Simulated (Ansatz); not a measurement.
We consider rock-salt TiN, described by r²SCAN (plane waves, PAW; Ansatz, a program for electronic structure).

Numerical settings: plane-wave cutoff 600 eV, 16×16×16 k mesh, Fermi–Dirac smearing 0.1 eV, finite displacements, no spin polarisation, scalar-relativistic PAW data made under PBE.

Cell (relaxed at this level):

```
TiN
1.0
    0.00000     2.11629     2.11629
    2.11629     0.00000     2.11629
    2.11629     2.11629     0.00000
Ti N
1 1
Direct
  0.00000   0.00000   0.00000
  0.50000   0.50000   0.50000
```

Problem. What does this level give for the zone-centre TO phonon frequency?

Solution. 
zone-centre TO phonon frequency: 521 cm⁻¹

It cost around 11 core-minutes (rough) of CPU time.
